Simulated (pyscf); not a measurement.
**Four-centre exchange: H₂N–NH₂ + BH₃ → H₂B–NH–NH₂ + H₂**

Gas phase, singlet surface, charge 0. Bonds broken: N1–H3, B7–H8. Bonds formed: N1–B7, H3–H8. Structures and frequencies: ωB97X-D3(BJ)/def2-SVP in PySCF.

Transition state (Å):

```xyz
10

N     -1.5931     0.3492     0.0719
N     -2.1172     0.4201     1.3770
H     -0.8512    -0.7891    -0.3251
H     -2.1406     0.9003    -0.5811
H     -2.2181    -0.5195     1.7599
H     -1.4584     0.9152     1.9801
B     -0.0430     0.3194    -0.1664
H      0.0920    -1.0400    -0.4367
H      0.3057     0.8356    -1.2046
H      0.6252     0.4535     0.8377
```

One imaginary mode, 1340i cm⁻¹; descent along it reached the two sides named, in the forms told below.

```tsv
bond	change	reactant side (Å)	saddle	product side
N1–H3	breaks	1.023	1.416	3.1
B7–H8	breaks	1.229	1.393	3.5
N1–B7	forms	1.623	1.569	1.392
H3–H8	forms	2.558	0.982	0.757
```

Electronic energies relative to the separated reactants (kcal/mol):

| level | barrier | reaction energy | reverse barrier |
|---|---|---|---|
| ωB97X-D3(BJ)/def2-TZVP | 4.2 | -33.6 | 37.8 |
| PBE/def2-TZVP | -4.4 | -36.7 | 32.3 |
| r²SCAN/def2-TZVP | -1.6 | -36.4 | 34.8 |
| B3LYP-D3(BJ)/def2-TZVP | 4.0 | -35.0 | 39.0 |
| PBE0-D3(BJ)/def2-TZVP | -1.9 | -35.0 | 33.1 |
| M06-2X/def2-TZVP | 3.5 | -35.5 | 39.0 |
| ωB97M-D3(BJ)/def2-TZVP | 3.4 | -34.4 | 37.8 |
| HF/def2-TZVP | 26.8 | -26.1 | 52.9 |

With ωB97M-D3(BJ)/def2-TZVP energies and thermal terms (ideal gas, 1 atm, RRHO with modes under 100 cm⁻¹ raised to 100, one conformer, R ln 2 for chiral ones without a mode under 150 cm⁻¹), in kcal/mol:

```tsv
T (K)	ΔH‡	ΔG‡	ΔH	ΔG
298	3.0	13.2	-36.6	-34.8
600	2.8	23.7	-35.6	-33.5
900	3.3	34.1	-34.7	-32.6
1200	4.0	44.2	-34.0	-32.0
```

On the reactant side the descent ends in an adduct with a B–N contact, 37.5 kcal/mol under the separated species and 41.7 kcal/mol under the saddle at ωB97X-D3(BJ)/def2-TZVP. At PBE, r²SCAN, PBE0-D3(BJ) the saddle lies under the separated reactants, which points to a path from their complex (located at ωB97X-D3(BJ) alone). What is counted as formed (B–N) is already present as a longer contact in the reactant adduct; forming that adduct is a step of its own. At the saddle there is also a short B–H contact that neither side keeps. H₂B–NH–NH₂ lies 61.6 kcal/mol over its isomer H₂N–BH–NH₂ (electronic energy, ωB97M-D3(BJ)/def2-TZVP). One saddle was located; it need not be the lowest between these sides.
